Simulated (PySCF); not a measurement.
Compound: C4H7F.
InChI=1S/C4H7F/c1-3-4(2)5/h3H,1-2H3/b4-3-

A linear-response calculation (PySCF, def2-SVPD basis, gas phase, vertical, core orbitals frozen in the response) gave these numbers; the functional is withheld.

Orbital energies (eV): HOMO-3 -12.43, HOMO-2 -11.76, HOMO-1 -11.76, HOMO -8.24, LUMO 1.34, LUMO+1 1.83, LUMO+2 1.91.

| state | E (eV) | f | main configurations (H = HOMO, L = LUMO) |
| --- | --- | --- | --- |
| S1 | 6.46 | 0.0025 | H→L (93%) |
| S2 | 7.35 | 0.529 | H→L+1 (97%) |
| S3 | 7.42 | 0.0015 | H→L+2 (96%) |
| S4 | 7.70 | 0.0035 | H→L+3 (93%) |
| S5 | 8.49 | 0.016 | H→L+4 (75%), H→L+5 (14%) |
| S6 | 8.71 | 0.029 | H→L+5 (76%), H→L+4 (17%) |

Triplets, Tamm–Dancoff:

| state | E (eV) | λ (nm) | main configurations (H = HOMO, L = LUMO) |
| --- | --- | --- | --- |
| T1 | 4.36 | 284.6 | H→L+1 (93%) |
| T2 | 6.29 | 197.0 | H→L (90%) |
| T3 | 7.33 | 169.1 | H→L+2 (94%) |

Vertical ionisation energy by ΔSCF with the same functional: 9.18 eV. Mean static polarisability: 52.5 au.

Orbitals of the list HOMO-3 to LUMO+2 that lie within 0.01 eV of each other are written together with a slash and their weights summed (≥ marks a lower bound); for degenerate orbitals outside that list single weights are arbitrary.

Question: Name the functional.
A. HF
B. PBE0
C. CAM-B3LYP
D. PBE

Answer: C. CAM-B3LYP is range-separated, 19% exact exchange at short range and 65% at long range (ω = 0.33 bohr⁻¹). In this run −ε(HOMO) = 8.24 eV differs from the ΔSCF value by -0.95 eV, and S1 differs from the orbital gap of 9.57 eV by -3.11 eV. The ratio −ε(HOMO)/IP is 0.90. Usual ranges for neutral molecules in this basis: 0.85 to 0.93 with CAM-B3LYP, 0.5 to 0.7 with PBE, 0.7 to 0.83 with PBE0; with Hartree–Fock the ratio is 1 or more (Koopmans' value less the relaxation energy is the ΔSCF value). The other options: PBE, a GGA without exact exchange; HF, time-dependent Hartree–Fock, 100% exact exchange; PBE0, a global hybrid with 25% exact exchange.

Method: PySCF 2.14.0, density-fitted response routines, TDDFT CAM-B3LYP/def2-SVPD, vertical, gas phase, core orbitals frozen in the response. Isolated species at its PBE0-D3(BJ)/def2-SVP geometry, gas phase.
